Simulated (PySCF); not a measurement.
CH₂O. Atoms are numbered in the order given.

```xyz
4

C      0.0000     0.0000    -0.5246
O      0.0000     0.0000     0.6712
H      0.0000     0.9404    -1.1112
H      0.0000    -0.9404    -1.1112
```

The structure is a stationary point at PBE0-D3(BJ)/def2-TZVPD.

All values below come from HF/def2-TZVPD in PySCF.

Symmetry labels are those of the subgroup C2v that the program uses (full group C2v).

Q: List the valence orbital energies around the gap with their symmetry. (An estimate is asked for; the answer gives what the named calculation found.)

A: 
```json
[
 {"orbital": "HOMO−7", "symmetry": "A1", "energy (eV)": "-559.92"},
 {"orbital": "HOMO−6", "symmetry": "A1", "energy (eV)": "-308.60"},
 {"orbital": "HOMO−5", "symmetry": "A1", "energy (eV)": "-38.45"},
 {"orbital": "HOMO−4", "symmetry": "A1", "energy (eV)": "-23.60"},
 {"orbital": "HOMO−3", "symmetry": "B2", "energy (eV)": "-18.93"},
 {"orbital": "HOMO−2", "symmetry": "A1", "energy (eV)": "-17.84"},
 {"orbital": "HOMO−1", "symmetry": "B1", "energy (eV)": "-14.75"},
 {"orbital": "HOMO", "symmetry": "B2", "energy (eV)": "-12.02"},
 {"orbital": "LUMO", "symmetry": "A1", "energy (eV)": "1.80"},
 {"orbital": "LUMO+1", "symmetry": "B1", "energy (eV)": "2.61"},
 {"orbital": "LUMO+2", "symmetry": "B2", "energy (eV)": "3.00"},
 {"orbital": "LUMO+3", "symmetry": "A1", "energy (eV)": "3.23"}
]
```
